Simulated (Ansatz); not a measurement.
**C2H7NOS: small, medium and large basis sets**

One table from this session's results is given with a row withheld; the runs are named, their logs left out.

Computed with Ansatz 0.2.0, Gaussian basis. Level: one geometry, several basis sets.

Levels to be run: PBE0-D4/def2-SVP; ωB97M-V/def2-SVP; PBE0-D4/def2-QZVPP; ωB97M-V/def2-QZVPP; the functionals' def2-TZVPP values are taken from earlier runs.

### The relaxed structure

All runs share one geometry, relaxed beforehand with PBE0-D4 in a triple-zeta def2 set.

SMILES `CNC(O)S`, 12 atoms, charge 0, spin multiplicity 1.

Atoms are counted from 1 here; the program's logs count them from 0.

Bond lengths: C1–N2 1.450 Å, C1–H6 1.100 Å, C1–H7 1.091 Å, C1–H8 1.091 Å, N2–C3 1.432 Å, N2–H9 1.009 Å, C3–O4 1.390 Å, C3–S5 1.841 Å, C3–H10 1.097 Å, O4–H11 0.965 Å, S5–H12 1.344 Å. Angles: N2–C1–H6 113.6°, N2–C1–H7 109.4°, N2–C1–H8 109.5°, H6–C1–H7 108.5°, H6–C1–H8 107.9°, H7–C1–H8 107.7°, C1–N2–C3 114.2°, C1–N2–H9 112.7°, C3–N2–H9 111.4°, N2–C3–O4 110.5°, N2–C3–S5 110.5°, N2–C3–H10 113.6°, O4–C3–S5 108.9°, O4–C3–H10 105.7°, S5–C3–H10 107.5°, C3–O4–H11 105.8°, C3–S5–H12 96.1°.

Set-up of the first run:

File in.yaml:

```yaml
crystal:
  periodic: [false, false, false]
  atoms:
    - {symbol: C, position_ang: [-0.921158, -0.551910, 1.155246]}
    - {symbol: N, position_ang: [0.334170, -0.122568, 0.569637]}
    - {symbol: C, position_ang: [0.258213, 0.175396, -0.829192]}
    - {symbol: O, position_ang: [0.368136, -0.988888, -1.581193]}
    - {symbol: S, position_ang: [1.606866, 1.329803, -1.315028]}
    - {symbol: H, position_ang: [-1.718680, 0.203689, 1.092254]}
    - {symbol: H, position_ang: [-0.763797, -0.802792, 2.205128]}
    - {symbol: H, position_ang: [-1.270111, -1.452357, 0.646966]}
    - {symbol: H, position_ang: [0.766247, 0.630509, 1.082973]}
    - {symbol: H, position_ang: [-0.692398, 0.634630, -1.129090]}
    - {symbol: H, position_ang: [1.029967, -1.529575, -1.132704]}
    - {symbol: H, position_ang: [1.079546, 2.419063, -0.731098]}
basis:
  gaussian: {orbitals: def2-SVP}
hamiltonian: {xc: pbe0, dispersion: d4}
output: {orbitals: {seedname: orbitals}}
```

Among the steps run: PBE0-D4 in def2-SVP; ωB97M-V in def2-SVP; PBE0-D4 in def2-QZVPP; ωB97M-V in def2-QZVPP.

One of the session's tables, all rows but one given; the rest of the session is left out.

It belongs to the step «Density functionals: the series». 

```
functional       basis  HOMO (eV)  LUMO (eV)
   PBE0-D4    def2-SVP      -6.73       0.72
   PBE0-D4  def2-TZVPP      -6.91       0.19
   PBE0-D4  def2-QZVPP      -6.96      -0.05
   ωB97M-V    def2-SVP          ?          ?
   ωB97M-V  def2-TZVPP      -9.20       1.95
   ωB97M-V  def2-QZVPP      -9.26       1.43
```

Q: Estimate the row for ωB97M-V, def2-SVP from the others.

**Answer.** HOMO (eV): -9.00; LUMO (eV): 2.66. In the column «HOMO (eV)» it lies between ωB97M-V, def2-TZVPP (-9.20) and PBE0-D4, def2-QZVPP (-6.96).
